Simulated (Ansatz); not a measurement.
## Ansatz (development build ahead of 0.2.0) run

```yaml
crystal:
  periodic: [false, false, false]
  atoms:
    - { symbol: Li, position_ang: [0.04487, -0.0017, -0.42146] }
    - { symbol: H, position_ang: [-0.00696, -0.01106, 1.15012] }
basis:
  gaussian: { orbitals: cc-pVTZ }
hamiltonian:
  xc: hf
correlation:
  method: mp2
  frozen_orbitals: { H: 0, Li: 0 }
```

The input is written out in the form of the current development build from the run's settings.

Output:

```yaml
Converged: yes
Reference_energy: -7.98651 hartree
Correlation_energy: -0.03940 hartree
Total_energy: -8.02591 hartree
Spin_squared_of_the_determinant: 0.000
```
